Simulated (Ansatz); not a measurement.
## Molecular dynamics of BH₂LiO

Input file:

```yaml
crystal:
  periodic: [false, false, false]
  atoms:
    - { symbol: Li, position_ang: [-0.29833, -1.310637, 1.939597] }
    - { symbol: O, position_ang: [-0.091598, -0.395871, 0.587016] }
    - { symbol: B, position_ang: [0.075902, 0.333694, -0.493784] }
    - { symbol: H, position_ang: [-0.295448, -0.057495, -1.588682] }
    - { symbol: H, position_ang: [0.609475, 1.430309, -0.444137] }
magnetization:
  spin_polarized: true
basis:
  gaussian: { orbitals: def2-mTZVP }
hamiltonian:
  xc: pbe0
md:
  timestep: 0.5
  n_steps: 150
  ensemble: nvt_langevin
  temperature: 200.0
  initial_velocities: maxwell_boltzmann
  seed: 468283
  friction: 0.005
```

Run as:

```bash
$ ansatz run input.yaml --threads 1 --pin off --max-ram 2048MiB --backend cpu --events-out ev --progress --plain --runs-dir out
```

It starts from a relaxed structure.

Output, in part (one step line in 6, the closing report, with atoms numbered from 0):

```
md step     0: t =     0.00 fs  T =   160.0 K  F+E_penalty+E_count = -2959.52358263 eV  E_kin = 0.103408 eV  (26 SCF iters)
md step     6: t =     3.00 fs  T =   105.0 K  F+E_penalty+E_count = -2959.48386020 eV  E_kin = 0.067890 eV  (29 SCF iters)
md step    12: t =     6.00 fs  T =    79.4 K  F+E_penalty+E_count = -2959.45470090 eV  E_kin = 0.051285 eV  (23 SCF iters)
md step    18: t =     9.00 fs  T =    71.8 K  F+E_penalty+E_count = -2959.44213775 eV  E_kin = 0.046379 eV  (29 SCF iters)
md step    24: t =    12.00 fs  T =    83.4 K  F+E_penalty+E_count = -2959.44123999 eV  E_kin = 0.053915 eV  (29 SCF iters)
md step    30: t =    15.00 fs  T =   128.3 K  F+E_penalty+E_count = -2959.46235233 eV  E_kin = 0.082917 eV  (30 SCF iters)
md step    36: t =    18.00 fs  T =   180.9 K  F+E_penalty+E_count = -2959.48769736 eV  E_kin = 0.116903 eV  (30 SCF iters)
md step    42: t =    21.00 fs  T =   192.3 K  F+E_penalty+E_count = -2959.50134955 eV  E_kin = 0.124262 eV  (30 SCF iters)
md step    48: t =    24.00 fs  T =   106.6 K  F+E_penalty+E_count = -2959.46013331 eV  E_kin = 0.068877 eV  (29 SCF iters)
md step    54: t =    27.00 fs  T =    74.3 K  F+E_penalty+E_count = -2959.43535453 eV  E_kin = 0.048005 eV  (29 SCF iters)
md step    60: t =    30.00 fs  T =    88.9 K  F+E_penalty+E_count = -2959.44226841 eV  E_kin = 0.057461 eV  (29 SCF iters)
md step    66: t =    33.00 fs  T =   127.5 K  F+E_penalty+E_count = -2959.46724882 eV  E_kin = 0.082388 eV  (30 SCF iters)
md step    72: t =    36.00 fs  T =   134.3 K  F+E_penalty+E_count = -2959.46079453 eV  E_kin = 0.086777 eV  (30 SCF iters)
md step    78: t =    39.00 fs  T =   107.9 K  F+E_penalty+E_count = -2959.44709846 eV  E_kin = 0.069730 eV  (23 SCF iters)
md step    84: t =    42.00 fs  T =   153.3 K  F+E_penalty+E_count = -2959.46993710 eV  E_kin = 0.099058 eV  (30 SCF iters)
md step    90: t =    45.00 fs  T =   157.9 K  F+E_penalty+E_count = -2959.48269416 eV  E_kin = 0.102062 eV  (29 SCF iters)
md step    96: t =    48.00 fs  T =   169.0 K  F+E_penalty+E_count = -2959.49028316 eV  E_kin = 0.109234 eV  (30 SCF iters)
md step   102: t =    51.00 fs  T =   112.3 K  F+E_penalty+E_count = -2959.46207813 eV  E_kin = 0.072573 eV  (23 SCF iters)
md step   108: t =    54.00 fs  T =   131.6 K  F+E_penalty+E_count = -2959.46474984 eV  E_kin = 0.085030 eV  (29 SCF iters)
md step   114: t =    57.00 fs  T =   119.7 K  F+E_penalty+E_count = -2959.45901387 eV  E_kin = 0.077362 eV  (29 SCF iters)
md step   120: t =    60.00 fs  T =   145.6 K  F+E_penalty+E_count = -2959.45916814 eV  E_kin = 0.094070 eV  (23 SCF iters)
md step   126: t =    63.00 fs  T =   224.2 K  F+E_penalty+E_count = -2959.49455077 eV  E_kin = 0.144911 eV  (29 SCF iters)
md step   132: t =    66.00 fs  T =   205.5 K  F+E_penalty+E_count = -2959.47484373 eV  E_kin = 0.132802 eV  (29 SCF iters)
md step   138: t =    69.00 fs  T =   176.6 K  F+E_penalty+E_count = -2959.45364458 eV  E_kin = 0.114107 eV  (29 SCF iters)
md step   144: t =    72.00 fs  T =   110.3 K  F+E_penalty+E_count = -2959.41613363 eV  E_kin = 0.071298 eV  (29 SCF iters)
md step   150: t =    75.00 fs  T =   131.6 K  F+E_penalty+E_count = -2959.43038860 eV  E_kin = 0.085079 eV  (27 SCF iters)
Total energy: -2959.43042478 eV, -108.7570621366 hartree
Atom 0 at    -0.485659    -1.145583     2.128402 Å, force     0.172073     0.451274    -0.955845 eV/Å
Atom 1 at    -0.178029    -0.410247     0.576628 Å, force    -0.487320    -0.743494     0.924142 eV/Å
Atom 2 at     0.227444     0.159356    -0.533814 Å, force     0.625081     0.397582     0.925512 eV/Å
Atom 3 at    -0.021252    -0.238260    -1.623327 Å, force    -0.304518    -0.270387    -0.609475 eV/Å
Atom 4 at     0.967207     1.124466    -0.421852 Å, force    -0.005316     0.165025    -0.284334 eV/Å
Dipole moment:    -0.354673    -0.716886     1.436142 e Å
```

All steps were run. The mean temperature of the second half is 25 % below the set value. A run of 0.075 ps of so small a system gives no equilibrium averages.

The same pairs are bonded in the first frame and the last. Pairs count as bonded within 1.25 times the sum of covalent radii (0.12 Å more for H–H).

Last frame:

```xyz
5
Properties=species:S:1:pos:R:3
Li -0.486 -1.146 2.128
O -0.178 -0.410 0.577
B 0.227 0.159 -0.534
H -0.021 -0.238 -1.623
H 0.967 1.125 -0.422
```

The run took 4.3 min on 1 CPU thread of a shared host.
